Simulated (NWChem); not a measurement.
**CH3O (SMILES C[O]) at 6 levels**

Aim: a comparison of 6 runs (UHF/3-21G, UHF/def2-SVP, UHF/6-311G**, UBLYP/def2-TZVP, UB3LYP/6-31G*, UPBE0/def2-SVP) of CH3O. 

The results are computed with NWChem 7.3.0.

## (1) The system as given

The species is CH3O (5 atoms), meant as a doublet with charge 0. SMILES: `C[O]`. Geometry: relaxed at PBE0-D4/def2-TZVP.

Bond lengths: C1–O2 1.355 Å, C1–H3 1.108 Å, C1–H4 1.100 Å, C1–H5 1.100 Å. Angles: O2–C1–H3 105.3°, O2–C1–H4 113.5°, O2–C1–H5 113.5°, H3–C1–H4 106.2°, H3–C1–H5 106.2°, H4–C1–H5 111.5°.

## (2) Energy and gradient at UHF/3-21G (run 1)

Input file work.nw:

```
start work
memory total 2200 mb

geometry units au noautosym nocenter noautoz
 C  -0.00056692  0.09807679  0.02607822
 O   1.85401030 -1.59360604 -0.47999044
 H  -1.79278317 -0.96035882 -0.20427939
 H  -0.07861261  1.67146276 -1.32998925
 H   0.01795240  0.78461429  1.98818086
end

basis spherical bse
 * library 3-21G
end

scf
 doublet
 uhf
 thresh 1e-08
 maxiter 80
end

task scf gradient
```

Launch:

```
$ nwchem work.nw > work.out
```

Log:

```text
[...]
  functions       =    24
[...]
  wavefunction    = UHF
[...]
         Total SCF energy =   -113.786603254347
      One electron energy =   -223.618616852404
      Two electron energy =     75.288585738818
 Nuclear repulsion energy =     34.543427859240
                       Sz =      0.5000
                 Sz(Sz+1) =      0.7500
                      S^2 =      0.7563
[...]
                         UHF ENERGY GRADIENTS
    atom               coordinates                        gradient
                 x          y          z           x          y          z
   1 C      -0.000567   0.098077   0.026078    0.054686  -0.035325  -0.011115
   2 O       1.854010  -1.593606  -0.479990   -0.043572   0.035819   0.010842
   3 H      -1.792783  -0.960359  -0.204279   -0.007523  -0.006342  -0.001457
   4 H      -0.078613   1.671463  -1.329989   -0.002084   0.005639  -0.009353
   5 H       0.017952   0.784614   1.988181   -0.001507   0.000208   0.011083
[...]
```

Wall time 1.8 s (1 thread of Intel Xeon Platinum 8259CL at 2.50GHz (Skylake/Cascade Lake), shared host); peak memory 0.1 GiB.

## (3) Energy and gradient at UHF/def2-SVP (run 2)

Input file run.nw:

```
start run
title "CH3O"
memory 2200 mb
geometry units angstroms noautosym nocenter noautoz
  C       -0.000300       0.051900       0.013800
  O        0.981100      -0.843300      -0.254000
  H       -0.948700      -0.508200      -0.108100
  H       -0.041600       0.884500      -0.703800
  H        0.009500       0.415200       1.052100
end
basis spherical bse
  * library def2-SVP
end
scf
  nopen 1
  uhf
  thresh 1e-08
  maxiter 80
  noprint "final vectors analysis"
end
task scf gradient
```

Launch:

```
$ nwchem run.nw > run.out
```

Log:

```text
[...]
  functions       =    43
[...]
  wavefunction    = UHF
[...]
         Total SCF energy =   -114.331689474498
      One electron energy =   -224.317894745044
      Two electron energy =     75.442774890089
 Nuclear repulsion energy =     34.543430380458
                       Sz =      0.5000
                 Sz(Sz+1) =      0.7500
                      S^2 =      0.7578
[...]
                         UHF ENERGY GRADIENTS
    atom               coordinates                        gradient
                 x          y          z           x          y          z
   1 C      -0.000567   0.098077   0.026078    0.020738  -0.002970  -0.001486
   2 O       1.854010  -1.593606  -0.479990   -0.008841   0.004298   0.001407
   3 H      -1.792783  -0.960359  -0.204279   -0.005514  -0.003164  -0.000668
   4 H      -0.078613   1.671463  -1.329989   -0.003313   0.002086  -0.004067
   5 H       0.017952   0.784614   1.988181   -0.003070  -0.000251   0.004813
[...]
```

Wall time 7.8 s (1 thread of Intel Xeon Platinum 8259CL at 2.50GHz (Skylake/Cascade Lake), shared host); peak memory 0.1 GiB.

Runs 3 to 5 aren't shown in full; the table further down has their settings and results.

## (4) Energy and gradient at UPBE0/def2-SVP (run 6)

Input file nw.xyz:

```xyz
5
CH3O
C     -0.000300     0.051900     0.013800
O      0.981100    -0.843300    -0.254000
H     -0.948700    -0.508200    -0.108100
H     -0.041600     0.884500    -0.703800
H      0.009500     0.415200     1.052100
```

Input file nw.nw:

```
start nw
title "CH3O"
memory total 2200 mb

geometry units angstroms noautosym nocenter noautoz
  load format xyz nw.xyz
end

basis spherical bse
  * library def2-SVP
end

dft
  xc pbe0
  mult 2
  grid xfine
  convergence energy 1e-08
  iterations 100
  mulliken
end

task dft gradient
```

Launch:

```
$ nwchem nw.nw > nw.out
```

Log:

```text
[...]
          Wavefunction type:  spin polarized.
          No. of atoms     :     5
          No. of electrons :    17
[...]
          Charge           :     0
          Spin multiplicity:     2
[...]
          AO basis - number of functions:    43
[...]
              XC Information
              --------------
                         PBE0 Method XC Functional
                     Hartree-Fock (Exact) Exchange  0.250
          PerdewBurkeErnzerhof Exchange Functional  0.750
            Perdew 1991 LDA Correlation Functional  1.000 local
           PerdewBurkeErnz. Correlation Functional  1.000 non-local
[...]
 d= 0,ls=0.0,diis     1   -114.7555304248 -1.49D+02  1.01D-02  8.60D-02     1.8
[...]
 d= 0,ls=0.0,diis    10   -114.8313731201 -6.66D-09  7.38D-07  2.40D-09    17.0
[...]
         Total DFT energy =     -114.831373120051
      One electron energy =     -224.544428563112
           Coulomb energy =       90.113078108230
    Exchange-Corr. energy =      -14.943453045626
 Nuclear repulsion energy =       34.543430380458
[...]
      Total Density - Mulliken Population Analysis
     ---------------------------------------------
    Atom       Charge   Shell Charges
 -----------   ------   -------------------------------------------------------
    1 C    6     5.92   1.99  0.90  0.16  2.09  0.73  0.06
    2 O    8     8.25   1.99  1.12  0.78  2.72  1.62  0.01
    3 H    1     0.92   0.72  0.18  0.02
    4 H    1     0.95   0.75  0.18  0.02
    5 H    1     0.95   0.75  0.18  0.02
[...]
      <S2> =      0.7533 (Exact =     0.7500)
[...]
  wavefunction    = open shell
                         DFT ENERGY GRADIENTS
    atom               coordinates                        gradient
                 x          y          z           x          y          z
   1 C      -0.000567   0.098077   0.026078   -0.007913   0.007258   0.002115
   2 O       1.854010  -1.593606  -0.479990    0.001427  -0.000725  -0.000243
   3 H      -1.792783  -0.960359  -0.204279    0.004138   0.001692   0.000335
   4 H      -0.078613   1.671463  -1.329989    0.001307  -0.005303   0.003259
   5 H       0.017952   0.784614   1.988181    0.001041  -0.002923  -0.005466
[...]
```

Run time: 20 s. Hardware: 1 thread of Intel Xeon Platinum 8259CL at 2.50GHz (Skylake/Cascade Lake), shared host; peak memory 0.13 GiB.

## (5) Overview of the runs

```
run                                level  iteration cap  module  energy (Eh)  dipole moment (D)  HOMO energy (eV)  LUMO energy (eV)  wall time
  1                            UHF/3-21G             80     scf  -113.786603               2.12            -11.59              4.10      1.8 s
  2                         UHF/def2-SVP             80     scf  -114.331689               1.98                 –                 –      7.8 s
  3                         UHF/6-311G**             80     scf  -114.452308               1.93            -12.00              3.32       14 s
  4                      UBLYP/def2-TZVP            100     dft  -115.067530                  –                 –                 –       96 s
  5  UB3LYP/6-31G* (Cartesian functions)            100     dft  -115.050302               1.98             -7.08             -3.56       18 s
  6                       UPBE0/def2-SVP            100     dft  -114.831373               2.00             -7.44             -3.10       20 s
```

## (6) What came out

```
                                 quantity          value
                      run 6: total energy  -114.83137 Eh
                     run 6: dipole moment         2.00 D
run 6: HOMO energy (highest over α and β)       -7.44 eV
 run 6: LUMO energy (lowest over α and β)       -3.10 eV
                              run 6: ⟨S²⟩          0.753
          run 6: largest force on an atom     0.563 eV/Å
```

Over runs 1, 2, 3, 5, 6 the dipole moment (its size) runs from 1.93 D (UHF/6-311G**) to 2.12 D (UHF/3-21G). Totals of different functionals can't be ranked against each other. All runs together took 2.6 min, the longest 96 s.
